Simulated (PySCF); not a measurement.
## Simulated absorption spectrum

C5H12N (charge +1).
InChI=1S/C5H11N/c1-2-6-4-3-5-6/h2-5H2,1H3/p+1

Method: TDDFT B3LYP/def2-SVPD, vertical, gas phase, core orbitals frozen in the response in PySCF. The structure is a single PBE0-D3(BJ)/def2-SVP conformer in the gas phase; no vibrational or solvent corrections. Torsions of this conformer, `[CH3:1][CH2:2][NH+:3]1[CH2:4][CH2:5][CH2:6]1`: C1–C2–N3–C4 -70°.

Each state is given a Gaussian of 0.25 eV full width at half maximum, with ε(max) = 2.175×10⁸ f / Δν̃ (Δν̃ the width in cm⁻¹). The width is an assumption, not a result. The curve ends short of the highest state used, and states not computed would add to its high-energy end.

```
E (eV)  ε (L mol⁻¹ cm⁻¹)
  8.41                 1
  8.44                 2
  8.47                 6
  8.50                13
  8.52                22
  8.55                45
  8.58                87
  8.61               155
  8.64               257
  8.67               399
  8.70               576
  8.73               777
  8.75               915
  8.78              1107
  8.81              1262
  8.84              1364
  8.87              1417
  8.90              1434
  8.93              1440
  8.96              1454
  8.98              1473
  9.01              1515
  9.04              1568
  9.07              1627
  9.10              1696
  9.13              1786
  9.16              1899
  9.19              2022
  9.21              2095
  9.24              2160
  9.27              2136
  9.30              2008
  9.33              1792
  9.36              1537
  9.39              1304
  9.42              1150
```

(1) Locate the maxima and give the states behind the curve.

(2) Coming from long wavelengths, where does ε first pass 100 L mol⁻¹ cm⁻¹?

## Answers

(1) 134 nm (9.25 eV), ε about 2200, made up of S3 (11%) and S4 (89%) (ε in L mol⁻¹ cm⁻¹; maxima over ε = 5, shares over 10%). The states used: S1 8.78 eV (f 0.0032); S2 8.86 eV (f 0.0086); S3 9.06 eV (f 0.011); S4 9.27 eV (f 0.018); S5 9.59 eV (f 0.014); S6 9.77 eV (f 0.0015); S7 9.81 eV (f 0.0040); S8 9.88 eV (f 0.0065); S9 9.97 eV (f 0.0079); S10 10.02 eV (f 0.0052).

(2) At about 144 nm (8.59 eV), 0.20 eV below S1.

The vertical ionisation energy (ΔSCF) is 16.43 eV, 6.41 eV above S10.
